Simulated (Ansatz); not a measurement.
α-phase S, treated with r²SCAN+rVV10 (Ansatz, an electronic-structure program, plane waves, PAW).

Run with plane-wave cutoff 560 eV, 6×6×6 k mesh, Fermi–Dirac smearing 0.01 eV, scalar-relativistic PAW data made under PBE.

Cell (relaxed at this level):

```cif
data_S32
_chemical_formula_sum 'S32'
_space_group_name_H-M_alt 'P 1'
_space_group_IT_number 1
_cell_length_a 13.76886
_cell_length_b 13.26703
_cell_length_c 8.19009
_cell_angle_alpha 75.745
_cell_angle_beta 69.049
_cell_angle_gamma 35.206
loop_
_space_group_symop_operation_xyz
  'x, y, z'
loop_
_atom_site_label
_atom_site_type_symbol
_atom_site_fract_x
_atom_site_fract_y
_atom_site_fract_z
_atom_site_occupancy
S1 S 0.67363 0.47576 0.48461 1
S2 S 0.47576 0.67363 0.36600 1
S3 S 0.36600 0.48461 0.47576 1
S4 S 0.48461 0.36600 0.67363 1
S5 S 0.57637 0.77424 0.76539 1
S6 S 0.77424 0.57637 0.88400 1
S7 S 0.88400 0.76539 0.77424 1
S8 S 0.76539 0.88400 0.57637 1
S9 S 0.90605 0.35021 0.31095 1
S10 S 0.35021 0.90605 0.43279 1
S11 S 0.43279 0.31095 0.35021 1
S12 S 0.31095 0.43279 0.90605 1
S13 S 0.34395 0.89979 0.93905 1
S14 S 0.89979 0.34395 0.81721 1
S15 S 0.81721 0.93905 0.89979 1
S16 S 0.93905 0.81721 0.34395 1
S17 S 0.95116 0.45073 0.36651 1
S18 S 0.45073 0.95116 0.23160 1
S19 S 0.23160 0.36651 0.45073 1
S20 S 0.36651 0.23160 0.95116 1
S21 S 0.29884 0.79927 0.88349 1
S22 S 0.79927 0.29884 0.01840 1
S23 S 0.01840 0.88349 0.79927 1
S24 S 0.88349 0.01840 0.29884 1
S25 S 0.87986 0.63049 0.19033 1
S26 S 0.63049 0.87986 0.29932 1
S27 S 0.29932 0.19033 0.63049 1
S28 S 0.19033 0.29932 0.87986 1
S29 S 0.37014 0.61951 0.05967 1
S30 S 0.61951 0.37014 0.95068 1
S31 S 0.95068 0.05967 0.61951 1
S32 S 0.05967 0.95068 0.37014 1
```

Give the computed band gap and smallest direct gap on the k points sampled.


band gap: 2.22 eV (indirect)
smallest direct gap on the k points sampled: 2.39 eV

Computed values are for the static lattice.
